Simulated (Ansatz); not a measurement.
# BH6PSi, SMILES B[SiH2]P: harmonic frequencies at the relaxed geometry

Program: Ansatz's Python interface.

At the Python prompt:
```pycon
>>> import ansatz as az
>>> from ase import Atoms
>>> from ase.thermochemistry import IdealGasThermo
>>> import numpy as np
>>> BASIS_SET = "6-31G*"
>>> XC = "HF"
>>> GEOMETRY = """
... B    -0.96480    0.52910   -1.25500
... Si    0.41210    0.47170    0.03910
... P    -0.15850   -0.98300    1.59110
... H    -1.25820   -0.38180   -1.86930
... H    -1.56640    1.59160   -1.47530
... H     0.61700    1.81290    0.64870
... H     1.68250    0.04610   -0.61890
... H     0.10250   -2.11390    0.72650
... H     1.22220   -1.01900    2.19600
... """
>>> mol = az.Crystal.molecule()
>>> for line in GEOMETRY.strip().splitlines():
...     symbol, *xyz = line.split()
...     mol = mol.atom(symbol, [float(v) for v in xyz])
...
>>> base = mol.calculation().basis(gaussian=BASIS_SET).functional(XC)
>>> symbols = [site.symbol for site in mol.cartesian_sites]
>>> start = np.array([site.position_ang for site in mol.cartesian_sites], dtype=float)
>>> summary = base.relax(force_tolerance=0.003).run(threads=1, pin="off").report

>>> end = np.array(summary["positions_ang"])
>>> print("final positions (A) and the move of each atom")
final positions (A) and the move of each atom
>>> for symbol, xyz, old in zip(symbols, end, start):
...     print(f"{symbol:2s} {xyz[0]:10.5f} {xyz[1]:10.5f} {xyz[2]:10.5f}   {np.linalg.norm(xyz - old):7.4f}")
...
B    -1.03737    0.59282   -1.34235    0.1302
Si    0.47021    0.50236    0.02839    0.0666
P    -0.07390   -1.02546    1.62716    0.1013
H    -1.36141   -0.38588   -1.93726    0.1236
H    -1.62112    1.59962   -1.58517    0.1230
H     0.69003    1.78231    0.73474    0.1169
H     1.73360    0.14702   -0.65957    0.1202
H     0.11439   -2.17936    0.85002    0.1403
H     1.17397   -1.07973    2.26695    0.1051
>>> minimum = az.Crystal.molecule()
>>> for symbol, xyz in zip(symbols, end):
...     minimum = minimum.atom(symbol, xyz.tolist())
...
>>> vibrating = (
...     minimum.calculation()
...     .basis(gaussian=BASIS_SET)
...     .functional(XC)
...     .phonons(temperatures=(200, 600, 100))
... )
>>> vib = vibrating.run(threads=1, pin="off").report["vibrations"]
>>> sums = vib["harmonic_sums"]
>>> modes = [m["omega_inv_cm"] for m in sums["modes_at_gamma"] if m["rigid_motion"] == "no"]
>>> for number, w in enumerate(modes, start=1):
...     print(f"mode {number:2d} {w:9.1f} 1/cm {w / 8065.544 * 1000:8.2f} meV")
...
mode  1      41.1 1/cm     5.09 meV
mode  2     144.8 1/cm    17.95 meV
mode  3     161.2 1/cm    19.99 meV
mode  4     442.2 1/cm    54.82 meV
mode  5     469.5 1/cm    58.21 meV
mode  6     570.2 1/cm    70.69 meV
mode  7     653.9 1/cm    81.07 meV
mode  8     668.5 1/cm    82.88 meV
mode  9     813.8 1/cm   100.90 meV
mode 10     826.6 1/cm   102.49 meV
mode 11     906.3 1/cm   112.37 meV
mode 12     991.1 1/cm   122.88 meV
mode 13    1038.2 1/cm   128.72 meV
mode 14    1228.7 1/cm   152.33 meV
mode 15    1298.3 1/cm   160.97 meV
mode 16    2337.4 1/cm   289.80 meV
mode 17    2360.4 1/cm   292.66 meV
mode 18    2591.5 1/cm   321.31 meV
mode 19    2594.1 1/cm   321.63 meV
mode 20    2720.0 1/cm   337.23 meV
mode 21    2798.0 1/cm   346.91 meV
>>> print("imaginary modes:", sum(w < 0 for w in modes), " zero-point energy:", round(sums["zero_point_energy_ev"], 4), "eV")
imaginary modes: 0  zero-point energy: 1.5904 eV
>>> gas = IdealGasThermo(vib_energies=[w / 8065.544 for w in modes if w > 0], geometry="linear" if len(modes) == 3 * len(symbols) - 5 else "nonlinear",
...                      atoms=Atoms(symbols, positions=end), symmetrynumber=1, spin=0.0)
>>> print(f"H(298 K) - E = {gas.get_enthalpy(298.15, verbose=False):.4f} eV")
H(298 K) - E = 1.7852 eV
>>> print(f"S(298 K, 1 bar) = {96485.33 * gas.get_entropy(298.15, 1e5, verbose=False):.1f} J/(mol K) with symmetry number 1")
S(298 K, 1 bar) = 327.3 J/(mol K) with symmetry number 1
>>> heavier = vibrating.phonons(masses={"H": 2.014102}).run(threads=1, pin="off").report["vibrations"]["harmonic_sums"]
>>> print("deuterated (1/cm):", " ".join(f"{m['omega_inv_cm']:.0f}" for m in heavier["modes_at_gamma"] if m["rigid_motion"] == "no"))
deuterated (1/cm): 30 106 142 325 407 439 492 574 618 640 692 751 799 883 986 1678 1700 1859 1865 1974 2093
>>> print("zero-point energy falls by", round(sums["zero_point_energy_ev"] - heavier["zero_point_energy_ev"], 4), "eV")
zero-point energy falls by 0.4093 eV
```

Notes:
- The frequencies are harmonic and unscaled, in a modest basis. The result belongs to the one conformer reached from this start, and soft torsions count as harmonic oscillators.
- The entropy takes a symmetry number of 1; a symmetric molecule's is lower by R ln(sigma).
- Run time: 99 s on 1 thread of Intel(R) Xeon(R) Platinum 8488C (Sapphire Rapids), with other jobs on the host, peak memory 0.25 GiB.

(Lines on the test bed's own set-up are left out of the output.)
